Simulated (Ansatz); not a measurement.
Input file:

```yaml
crystal:
  periodic: [false, false, false]
  atoms:
    - {symbol: F, position_ang: [0.000000, 0.000000, -1.771600]}
    - {symbol: Si, position_ang: [0.000000, 0.000000, -0.179400]}
    - {symbol: Si, position_ang: [0.000000, 0.000000, 1.951000]}
basis:
  gaussian: {orbitals: cc-pVDZ}
total_charge: 1
magnetization: {spin_polarized: false, initial_magnetization: 2}
correlation: {method: ccsd, electrons: outside_noble_gas}
output: {forces: true}
```

```sh
$ ansatz run in.yaml --threads 1 --pin off --events-out ev --progress --plain --max-ram 2393MiB
```

(1) Roughly how long does this take on 1 thread of Arm Neoverse V2, shared host, and how much host memory?

```
499 factors; integrals over basis functions are off by at most 8.6e-4 eV
mean field evaluation 1: about -18413.8893 eV, gradient 5.7e1 eV
mean field evaluation 2: about -18413.9541 eV, gradient 5.7e1 eV
mean field evaluation 4: about -18421.0720 eV, gradient 4.4e0 eV
mean field evaluation 8: about -18421.2052 eV, gradient 5.7e-1 eV
mean field evaluation 16: about -18421.2128 eV, gradient 1.9e-6 eV
mean field evaluation 32: about -18412.9966 eV, gradient 1.2e1 eV
mean field evaluation 64: about -18418.4627 eV, gradient 1.7e-2 eV
mean field evaluation 96: about -18417.7838 eV, gradient 1.1e-2 eV
mean field evaluation 128: about -18416.5917 eV, gradient 3.8e-2 eV
mean field evaluation 160: about -18418.2943 eV, gradient 4.5e-3 eV
mean field evaluation 192: about -18413.6465 eV, gradient 2.6e-2 eV
mean field evaluation 224: about -18413.1013 eV, gradient 3.3e-1 eV
mean field -18421.21283994 eV, -676.9670855214 hartree, gradient 1.9e-6 eV, S^2 2.000000; 5 other end points of the search recorded, 0 dependent functions left out
mean field evaluation 256: about -18418.4208 eV, gradient 1.3e-4 eV
determinant -18421.21283994 eV, -676.9670855214 hartree, with singles and doubles -18430.52310911 eV, -677.3092316025 hartree
determinant -18418.46269703 eV, -676.8660196333 hartree, with singles and doubles -18427.90891660 eV, -677.2131617997 hartree
determinant -18418.29426431 eV, -676.8598298451 hartree, with singles and doubles -18427.70888337 eV, -677.2058107143 hartree
determinant -18417.78383760 eV, -676.8410720096 hartree, with singles and doubles -18427.01960775 eV, -677.1804803023 hartree
11 core orbitals not correlated: weight in the atoms' cores, before any rotation towards them, 1.000 or more for the frozen orbitals, at most 0.000 for the correlated occupied ones
reference -18421.21283994 eV, -676.9670855214 hartree; 8, 6 occupied and 31, 33 virtual orbitals, 499 factors
second order -8.59059973 eV of doubles, -0.04561415 eV of singles
cycle   1  -9.31040811 eV  change   -1.4e-4 eV  update   1.3e-3
cycle   2  -9.31034509 eV  change    6.3e-5 eV  update   8.9e-4
cycle   3  -9.31025425 eV  change    9.1e-5 eV  update   5.0e-4
cycle   4  -9.31047283 eV  change   -2.2e-4 eV  update   1.3e-4
cycle   5  -9.31068101 eV  change   -2.1e-4 eV  update   5.6e-5
cycle   6  -9.31069826 eV  change   -1.7e-5 eV  update   1.9e-5
cycle   7  -9.31068835 eV  change    9.9e-6 eV  update   9.0e-6
cycle   8  -9.31068042 eV  change    7.9e-6 eV  update   3.1e-6
cycle   9  -9.31067788 eV  change    2.5e-6 eV  update   8.2e-7
the calculation of the forces begins
Total energy: -18430.52351782 eV, -677.3092466224 hartree
Atom 0 at     0.000000     0.000000    -1.771600 Å, force     0.000000    -0.000000    -0.470654 eV/Å
Atom 1 at     0.000000     0.000000    -0.179400 Å, force    -0.000000    -0.000000    -2.067611 eV/Å
Atom 2 at     0.000000     0.000000     1.951000 Å, force     0.000000     0.000000     2.538264 eV/Å
Dipole moment:    -0.000000    -0.000000     0.656608 e Å
```

Forces (eV/Å):
```
F    0.000  0.000 -0.471
Si   0.000  0.000 -2.068
Si   0.000  0.000  2.538
```

Results:

(1) 5.5 s wall and 0.14 GiB.
